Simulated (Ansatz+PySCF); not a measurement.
Two shapes of doublet CH4(+).

Shape 1:

```xyz
5

C     0.0000    0.0000    0.2234
H    -0.5473    0.0000   -0.8294
H     0.5473    0.0000   -0.8294
H     0.0000   -0.9633    0.7177
H     0.0000    0.9633    0.7177
```

Shape 2:

```xyz
5

C     0.0000    0.0000    0.2057
H    -0.5243    0.0000   -0.8028
H     0.5243    0.0000   -0.8028
H     0.0000   -0.9633    0.7000
H     0.0000    0.9633    0.7000
```

Basis set: cc-pVTZ (spherical functions). Left uncorrelated: 1 orbital. Correlation on ROHF uses semicanonical orbitals with singles. Charge 1, multiplicity 2.

Computed with Ansatz (development build ahead of 0.2.0); each method stands on the lowest determinant of its kind that the runs found.

Problem. Which shape is lower in energy, and by how much in each method?

Solution.

| method | E(2) − E(1) (eV) |
| --- | --- |
| ROHF | 0.039 |
| UHF | 0.037 |
| ROHF-CCSD(T) | 0.060 |

Shape 1 is lower.
